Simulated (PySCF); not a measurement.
**C4H6NO: g tensor and hyperfine couplings**

Species: C4H6NO (doublet state).
Structure used (GFN2-xTB), in Å, numbered top down from 1:
```
atom  x, y, z in Å
O1     1.7252   -0.9804    1.4592
C2     1.9896   -0.4684    0.3978
N3     1.0724   -0.0625   -0.5335
C4    -0.2674   -0.2873   -0.4525
C5    -1.2185   -0.1707    0.6519
C6    -1.4258    0.5918   -0.6519
H7     3.0211   -0.2673    0.0590
H8     1.4160    0.3508   -1.3923
H9    -0.9210    0.3656    1.5444
H10   -1.8802   -0.9997    0.8568
H11   -2.2250    0.2602   -1.3001
H12   -1.2850    1.6673   -0.6647
```

The hyperfine couplings belong to this conformer and change with its torsions.

The species is `O=CN[C]1CC1` [radical].

The calculation used UKS B3LYP, pcH-1 on C H N O, non-relativistic, mean-field spin-orbit, GIAO (PySCF). One conformer (not necessarily the lowest) at the GFN2-xTB geometry, without solvent, vibrations or thermal averaging. A GFN2-xTB geometry isn't a minimum of the functional, and hyperfine couplings can be far from their values at a DFT geometry. Stability of the SCF solution: not tested.

* g1, g2, g3: 2.00212, 2.00326, 2.00358
* g_iso: 2.00299
* Form of g: rhombic: the two nearest values differ by 22 % of g3 − g1
* ⟨S²⟩: 0.7549 (exact 0.7500)
* HOMO–LUMO gap, α and β orbitals: 5.32, 5.41 eV
* Total energy: -285.94205 Eh

Isotropic coupling and dipolar principal values T1 to T3, in MHz:

```json
{"atom": "O1", "isotope": "17O", "a_iso": "-7.1", "T1": "-31.2", "T2": "15.1", "T3": "16.1", "Mulliken spin population": "0.10"}
{"atom": "C2", "isotope": "13C", "a_iso": "-0.7", "T1": "-4.2", "T2": "-2.7", "T3": "6.9", "Mulliken spin population": "0.04"}
{"atom": "N3", "isotope": "14N", "a_iso": "3.6", "T1": "-4.2", "T2": "-3.8", "T3": "8.0", "Mulliken spin population": "0.03"}
{"atom": "C4", "isotope": "13C", "a_iso": "291.7", "T1": "-65.9", "T2": "-61.0", "T3": "126.9", "Mulliken spin population": "0.78"}
{"atom": "C5", "isotope": "13C", "a_iso": "-8.3", "T1": "-4.4", "T2": "-0.8", "T3": "5.2", "Mulliken spin population": "-0.02"}
{"atom": "C6", "isotope": "13C", "a_iso": "-0.6", "T1": "-4.9", "T2": "-1.3", "T3": "6.3", "Mulliken spin population": "-0.01"}
{"atom": "H7", "isotope": "1H", "a_iso": "-5.4", "T1": "-3.8", "T2": "-2.2", "T3": "6.0", "Mulliken spin population": "0.00"}
{"atom": "H8", "isotope": "1H", "a_iso": "-5.4", "T1": "-6.5", "T2": "-4.0", "T3": "10.5", "Mulliken spin population": "0.00"}
{"atom": "H9", "isotope": "1H", "a_iso": "38.1", "T1": "-4.8", "T2": "-1.0", "T3": "5.8", "Mulliken spin population": "0.02"}
{"atom": "H10", "isotope": "1H", "a_iso": "67.3", "T1": "-6.0", "T2": "-3.5", "T3": "9.5", "Mulliken spin population": "0.02"}
{"atom": "H11", "isotope": "1H", "a_iso": "57.1", "T1": "-6.2", "T2": "-3.6", "T3": "9.8", "Mulliken spin population": "0.02"}
{"atom": "H12", "isotope": "1H", "a_iso": "35.9", "T1": "-4.6", "T2": "-1.9", "T3": "6.5", "Mulliken spin population": "0.03"}
```

The largest Mulliken spin populations are on C4 (+0.78) and O1 (+0.10). C4 is the only atom above +0.15. The angles at C4 add up to 327.0°, so it is pyramidal.

Under fast tumbling the dipolar parts average out, and these isotropic splittings remain: 4 × 1H (H9/H10/H11/H12, I = 1/2, 5 lines) with 1.77 mT, 1 × 1H (H8, I = 1/2, 2 lines) with 0.19 mT, 1 × 1H (H7, I = 1/2, 2 lines) with 0.19 mT and 1 × 14N (N3, I = 1, 3 lines) with 0.13 mT.

Means are taken over nuclei equivalent by connectivity, which assumes that they swap fast. The 1H value of +49.6 MHz is a mean of couplings from 35.9 to 67.3 MHz in this one geometry, not an average over conformers.

The 17O coupling of O1 (-7.1 MHz) shows only in satellite lines or after enrichment, since that isotope makes up about 0.038 % of natural oxygen.

The 13C coupling of C4 (291.7 MHz) shows only in satellite lines or after enrichment, since that isotope makes up about 1.07 % of natural carbon.

The spin density at the nucleus, in bohr⁻³, is negative for H8 (-0.0012) and H7 (-0.0012), for instance. A restricted open-shell determinant has no negative spin density anywhere; here it arises because α and β orbitals differ (spin polarisation).

Time: 46 s of wall time (with the writing of density and orbital grids); peak memory 0.75 GiB. Hardware: Arm Neoverse N1, one thread, no GPU, shared host with 64 logical CPUs at a one-minute load of 14.
